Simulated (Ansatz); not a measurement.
Cost and result up the ladder for cyclo-(PH)4 (P4H4) (8 atoms). The state is a singlet with charge 0. Geometry: r2SCAN-D4/def2-SVP.

| atom | x (Å) | y (Å) | z (Å) |
| --- | --- | --- | --- |
| P1 | 0.0014 | -1.6398 | -0.1664 |
| P2 | -0.2514 | 0.0368 | -1.6901 |
| P3 | -1.3109 | 0.9953 | 0.0861 |
| P4 | 0.3531 | 0.0517 | 1.2956 |
| H5 | 1.3702 | -1.9432 | -0.4590 |
| H6 | 1.0207 | 0.6425 | -1.3999 |
| H7 | -0.7447 | 2.3037 | -0.0519 |
| H8 | -0.4383 | -0.4469 | 2.3856 |

Ansatz on 4 threads of Arm Neoverse N1 on a shared host. Times are rough, and most runs start from the orbitals of an earlier one. CAM-B3LYP-D4/def2-TZVP serves as the yardstick here, not as an exact answer. Differences are given only for rows in sets of like size (and for xTB, whose basis is part of the method), since another set adds its own error. Binding counts from free atoms at the same level (P quartet, H doublet; other spins of the atoms weren't run), without zero-point energy or a counterpoise term.

LC-ωPBE has ω = 0.4 bohr⁻¹. Correlated methods freeze 20 core orbitals.

Correlated methods converge slowly with the basis.

```
                 level  functions  wall time  binding energy per atom (eV)  difference from CAM-B3LYP-D4/def2-TZVP (eV)
             HF/STO-3G         40      0.2 s                          2.15                                            –
              HF/6-31G         60     0.45 s                          0.88                                            –
       PBE-D4/def2-SVP         92      1.2 s                          2.79                                            –
      PBE0-D4/def2-SVP         92      1.6 s                          2.71                                            –
          HF/def2-TZVP        172        2 s                          1.63                                        -1.13
   revPBE-D4/def2-TZVP        172      2.4 s                          2.81                                         0.05
     BLYP-D4/def2-TZVP        172      2.5 s                          2.82                                         0.06
         MP2/def2-TZVP        172      2.8 s                          2.52                                        -0.24
     LC-ωPBE/def2-TZVP        172      3.2 s                          2.66                                        -0.10
     PBE0-D4/def2-TZVP        172      3.4 s                          2.78                                         0.02
    BHLYP-D4/def2-TZVP        172      3.6 s                          2.70                                        -0.06
CAM-B3LYP-D4/def2-TZVP        172      3.9 s                          2.76                                         0.00
   r2SCAN-D4/def2-TZVP        172      5.5 s                          2.76                                         0.00
    CCSD(T)/def2-TZVPP        224       78 s                          2.60                                        -0.16
```
